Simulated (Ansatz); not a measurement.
System: graphite. Method: rVV10 (plane waves, PAW; Ansatz, a first-principles code).

Run with plane-wave cutoff 500 eV, 18×18×6 k mesh (along the axes of the cell as run), Fermi–Dirac smearing 0.05 eV, scalar-relativistic PAW data made under PBE.

Computed at the level's own relaxed cell.

Estimate the equilibrium volume per atom, equilibrium lattice constant a and c axis length that the calculation returns.


- equilibrium volume per atom: 8.91 Å³/atom
- equilibrium lattice constant a: 2.470 Å
- c axis length: 6.740 Å

Measured, for comparison: lattice constant a 2.461 Å (300 K, not corrected to a static lattice, our sources range from 2.456 to 2.461; as tabulated in Wikipedia's data pages); lattice parameter c 6.67 Å (low temperature, zero-point motion not removed; as tabulated in Berland et al. (2010), arXiv:1007.3305). Computed (rounded) less measured: lattice constant a +0.4 % (+0.4 % to +0.6 % over the range), lattice parameter c +1.0 %.

The computed numbers hold no vibrational or temperature effects.

Cost on a shared machine: very roughly 40 core-seconds.
